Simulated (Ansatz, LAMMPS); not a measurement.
**Zinc-blende InP, lattice constant a**

Reference value: 5.858 Å (measured, static lattice: zero-point anharmonic expansion removed; as tabulated in Mejia-Rodriguez and Trickey (2018), arXiv:1807.09216).

| level (code) | value (Å) |
|---|---|
| SNAP InP_JCPA2020.snap (LAMMPS) | 5.829 |
| LDA (Ansatz) | 5.827 |
| PBE (Ansatz) | (withheld) |
| r²SCAN-D4 (Ansatz) | 5.888 |
| PBE0 (Ansatz) | 5.895 |

**Question.** Some entries are withheld; supply them.

**Answer.** 
- PBE (Ansatz, a program for electronic structure), value (Å): 5.959

Errors against the reference: SNAP InP_JCPA2020.snap -0.50 %, LDA -0.53 %, PBE +1.72 %, r²SCAN-D4 +0.51 %, PBE0 +0.63 %.

Once the reference is moved by up to 0.10 % (a margin picked here for doubts on the reference and the settings) and values within 0.10 % count as equal, the nearest can be SNAP InP_JCPA2020.snap (-0.50 %), r²SCAN-D4 (+0.51 %) or LDA (-0.53 %). Among them PBE (+1.72 %) misses by most. Within 1 %: SNAP InP_JCPA2020.snap, LDA, r²SCAN-D4, PBE0.

Cutoffs and k meshes differ between the levels. Ansatz's density-functional and Hartree–Fock values are scalar-relativistic unless marked +SOC, with PAW data made under PBE.

Machine-learned potentials (SNAP InP_JCPA2020.snap) are trained on DFT data: a solid inside that data is no test of them.

Differences are worked out from the printed values.
